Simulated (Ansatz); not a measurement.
`[SiH3]Cl` → H₂ + `[SiH]Cl` at 400 K and 1 bar (silylene formation by 1,1-elimination).

Program: Ansatz. Geometries: PBE0-D4/def2-TZVP. ΔE: electronic, gas phase. CBS: def2 TZ/QZ extrapolation, frozen cores.

| species | CCSD(T)/CBS energy (Eh) | H − E (kJ/mol) | S (J/(mol·K)) |
| --- | --- | --- | --- |
| `[SiH3]Cl` | -750.69518 | 85.8 | 267.3 |
| H₂ | -1.17463 | 38.0 | 139.0 |
| `[SiH]Cl` | -749.43816 | 35.1 | 263.9 |

H − E and S are ideal-gas, rigid-rotor, harmonic terms from PBE0-D4/def2-TZVP. 1 Eh = 2625.50 kJ/mol, R = 8.31446 J/(mol·K).

Task: By hand: ΔE, ΔH, ΔS and ΔG.

Result: ΔE = (-1.17463) + (-749.43816) − (-750.69518) = 0.08239 Eh = 216.3 kJ/mol. Δ(H − E) = 38.0 + 35.1 − 85.8 = -12.7, so ΔH = 203.6 kJ/mol. ΔS = 139.0 + 263.9 − 267.3 = 135.6 J/(mol·K). ΔG = 203.6 − 400 × (135.6)/1000 = 149.4 kJ/mol.

Task: By hand: the equilibrium constant, and the temperature at which ΔG would vanish if ΔH and ΔS stayed fixed.

Result: log₁₀ K = −ΔG/(RT ln 10) = -19.5. ΔG = 0 at ΔH/ΔS = 1501 K.

The number of gas molecules changes by +1, which sets the sign of ΔS. A doubt of 5 kJ/mol in ΔE shifts log₁₀ K by 0.7 here. These are equilibria of isolated gas molecules and say nothing of rates. Largest T1 diagnostic: 0.013 (customary marks: 0.02 for closed shells, 0.045 for open ones).
